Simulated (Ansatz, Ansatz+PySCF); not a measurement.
```xyz
2

Cl    0.0000    0.0000   -0.5234
F     0.0000    0.0000    0.9886
```

RHF on singlet ClF was run in several spherical basis sets with Ansatz (development build ahead of 0.2.0). Caution for RHF: no unrestricted run beside it, a lower state can exist.

**Question.** Rank the basis sets by the total energy that they give, lowest first, with the distance from the lowest.
A. def2-TZVP
B. 6-31G(d)
C. def2-SVP
D. cc-pVTZ
E. cc-pVDZ
F. 6-31G
G. STO-3G

**Answer.** A (0.00 eV), D (0.02 eV), E (1.74 eV), B (2.44 eV), F (4.12 eV), C (8.15 eV), G (174.08 eV).

Totals follow the description of the cores as much as that of the bonds, so this order isn't one of quality for chemistry.
